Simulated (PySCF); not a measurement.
Calculated properties of `COC1=CC1`

Species: C4H6O.
Structure used (PBE0-D3(BJ)/def2-SVP), in Å, numbered top down from 1:
```xyz
11
C4H6O angstrom
C      1.3058   -1.1507    0.4612
O      0.6084    0.0556    0.7018
C     -0.2565    0.3810   -0.2350
C     -0.8600    0.1504   -1.3639
C     -1.2271    1.4243   -0.6047
H      1.9862   -1.3031    1.3079
H      0.6067   -2.0003    0.3907
H      1.8869   -1.0868   -0.4737
H     -1.0630   -0.4370   -2.2523
H     -0.8690    2.4030   -0.9678
H     -2.1919    1.4895   -0.0728
```

Among its groups: C=C double bond, ether and cyclopropene ring.

From PBE0-D3(BJ)/def2-SVP geometry optimisation, gas phase (PySCF):

| Item | Value |
| --- | --- |
| Point group | Cs |
| Rotational constants A, B, C | 16.170, 3.586, 3.053 GHz |

From CAM-B3LYP/def2-SVPD ground state, ΔSCF and vertical TDDFT (core frozen in the response) (PySCF):

| Item | Value |
| --- | --- |
| Dipole moment | 1.85 D |
| HOMO energy | -7.76 eV |
| LUMO energy | 1.34 eV |
| HOMO–LUMO gap | 9.10 eV |
| Lowest singlet excitation | 6.18 eV (201 nm, f = 0.011) |
| Strongest line among the 10 lowest singlet transitions | S2 at 6.57 eV (189 nm, f = 0.120) |
| Lowest triplet excitation (Tamm–Dancoff) | 4.39 eV |
| Static isotropic polarisability | 51.7 au |
| Vertical ionisation energy | 8.71 eV |
| Electronic spatial extent ⟨r²⟩ about the centre of nuclear charge | 435 bohr² |

KT2/pcSseg-2 ground state and GIAO shieldings, non-relativistic (PySCF):

| Item | Value |
| --- | --- |
| 13C chemical shifts (computed TMS as zero) by class | 142.2 (C3), 62.5 (C4), 60.4 (C1), 19.9 (C5) ppm |
| 1H chemical shifts (computed TMS as zero) by class | 4.97 (H9), 3.80 (H6/H7/H8), 2.00 (H10/H11) ppm |
| Isotropic shieldings of nuclei other than C and H, by class | 225 (O2) ppm |

From B3LYP/pcJ-1 indirect spin-spin coupling, non-relativistic, gas phase; spin–dipole term left out (PySCF):

| Property | Result |
| --- | --- |
| Largest of the computed one-bond spin–spin couplings (means over like bonds) | 13C–1H +242.5 (C4–H9), 13C–1H +172.5 (C5–H10 and 1 like it), 13C–1H +150.4 (C1–H6 and 2 like it), 13C–13C +74.6 (C3–C4), 17O–13C +35.3 (O2–C3), 17O–13C +23.5 (O2–C1), 13C–13C +22.3 (C3–C5), 13C–13C +11.1 (C4–C5) Hz |

Monoisotopic mass from the formula: 70.0419 u.

A dipole of 1.85 D is allowed in Cs, and pure rotational transitions are dipole-allowed. No computed singlet falls in the visible range (750 to 380 nm, 1.65 to 3.26 eV); S1 lies 2.92 eV above its blue end. The ΔSCF ionisation energy exceeds −ε(HOMO) by 0.95 eV with CAM-B3LYP. The vertical singlet–triplet gap S1 − T1 is 1.79 eV (TDDFT singlet less Tamm–Dancoff triplet). S1 lies 2.92 eV below the HOMO–LUMO gap; its leading configuration is HOMO→LUMO, weight 0.73. The polarisability is 7.66 Å³ as a volume (1 au = 0.148185 Å³), or 1.36 au for each of the 38 electrons.

 NMR classes are plain means over equivalent atoms (diastereotopic ones count apart unless rotation or inversion swaps them), as if these changed places fast; in this geometry the members of some classes differ.

One conformer stands for the species.
